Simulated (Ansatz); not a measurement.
```yaml
crystal:
  periodic: [false, false, false]
  atoms:
    - {symbol: C, position_ang: [0.000000, 0.000000, 0.000000]}
    - {symbol: Ge, position_ang: [0.000000, 0.000000, 1.792193]}
    - {symbol: Ge, position_ang: [0.000000, 0.000000, -1.792193]}
basis:
  gaussian: {orbitals: def2-TZVP}
hamiltonian: {xc: pbe0}
relax: {f_tol: 0.004, max_steps: 80}
```

```sh
$ ansatz run in.yaml --threads 1 --pin off --events-out ev --progress --plain --max-ram 2176MiB
```

Steps of the relaxation (energy above the last step; positions in Å, forces in eV/Å):

```
3
step 1, 18.6 meV
C     0.000    0.000    0.000    0.000    0.000    0.000
Ge    0.000    0.000    1.792    0.000    0.000   -0.739
Ge    0.000    0.000   -1.792    0.000    0.000    0.739
```

```
3
step 2, 2.2 meV
C     0.000    0.000    0.000    0.000    0.000    0.000
Ge    0.000    0.000    1.776    0.000    0.000   -0.258
Ge    0.000    0.000   -1.776    0.000    0.000    0.258
```

```
3
step 3, 0.0 meV
C     0.000    0.000    0.000    0.000    0.000    0.000
Ge    0.000    0.000    1.767    0.000    0.000    0.008
Ge    0.000    0.000   -1.767    0.000    0.000   -0.008
```

```
3
step 5, 0.0 meV
C     0.000    0.000    0.000    0.000    0.000    0.000
Ge    0.000    0.000    1.767    0.000    0.000    0.000
Ge    0.000    0.000   -1.767    0.000    0.000    0.000
```

Close pairs at the end: C1–Ge2 1.767 Å, C1–Ge3 1.767 Å.

A stationary point of restricted PBE0 after 5 steps (its stability towards spin polarisation wasn't tested); no frequencies were run, so it isn't proven a minimum. 23 s on 1 thread of Intel Xeon Platinum 8488C, shared host.
